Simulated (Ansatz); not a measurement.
Ansatz (an electronic-structure program) input (CCSD(T)/aug-cc-pVDZ):

Ansatz 0.2 input:
```yaml
crystal:
  periodic: [false, false, false]
  atoms:
    - {symbol: N, position_ang: [-0.00000000, -0.00000000, -0.43758825]}
    - {symbol: N, position_ang: [0.00000000, 0.00000000, 0.64838676]}
    - {symbol: H, position_ang: [-0.00000000, -0.00000000, -1.47558960]}
basis:
  gaussian:
    orbitals: aug-cc-pVDZ
total_charge: 1
magnetization: {spin_polarized: false}
correlation: {method: ccsd_t, electrons: outside_noble_gas}
output: {forces: true}
```

End of the output:

```
integrals: 0.02 GiB planned
545 factors; integrals over basis functions are off by at most 8.5e-4 eV
mean field: 0.09 GiB planned
mean field evaluation 1: about -2968.9754 eV, gradient 2.2e1 eV
mean field evaluation 2: about -2968.9825 eV, gradient 2.2e1 eV
mean field evaluation 4: about -2970.1222 eV, gradient 1.3e0 eV
mean field evaluation 8: about -2970.1285 eV, gradient 3.8e-5 eV
mean field evaluation 16: about -2970.1223 eV, gradient 1.0e-1 eV
mean field -2970.12853927 eV, -109.1502105927 hartree, gradient 1.1e-6 eV, S^2 0.000000; 0 other end points of the search recorded, 0 dependent functions left out
2 core orbitals not correlated
reference -2970.12853927 eV, -109.1502105927 hartree; 5, 5 occupied and 48, 48 virtual orbitals, 545 factors
densities: 0.12 GiB planned
second order -8.63414365 eV of doubles, -0.00000000 eV of singles
coupled cluster: 0.10 GiB planned
cycle   1  -8.40195629 eV  change    2.3e-1 eV  update   7.8e-2
cycle   2  -8.71076127 eV  change   -3.1e-1 eV  update   2.5e-2
cycle   3  -8.79543401 eV  change   -8.5e-2 eV  update   1.2e-2
cycle   4  -8.79882409 eV  change   -3.4e-3 eV  update   3.3e-3
cycle   5  -8.80270911 eV  change   -3.9e-3 eV  update   1.2e-3
cycle   6  -8.80295239 eV  change   -2.4e-4 eV  update   2.1e-4
cycle   7  -8.80298126 eV  change   -2.9e-5 eV  update   4.2e-5
cycle   8  -8.80301168 eV  change   -3.0e-5 eV  update   1.1e-5
cycle   9  -8.80300467 eV  change    7.0e-6 eV  update   2.7e-6
perturbative correction -0.35992303 eV, -0.0132269276 hartree
the calculation of the forces begins
Total energy: -2979.29146697 eV, -109.4869419750 hartree
Atom 0 at    -0.000000    -0.000000    -0.437588 Å, force    -0.000000     0.000000    -4.441935 eV/Å
Atom 1 at     0.000000     0.000000     0.648387 Å, force    -0.000000    -0.000000     4.653692 eV/Å
Atom 2 at    -0.000000    -0.000000    -1.475590 Å, force     0.000000    -0.000000    -0.211757 eV/Å
Dipole moment:     0.000000    -0.000000    -0.658137 e Å
```

It need not be the lowest isomer of its formula.
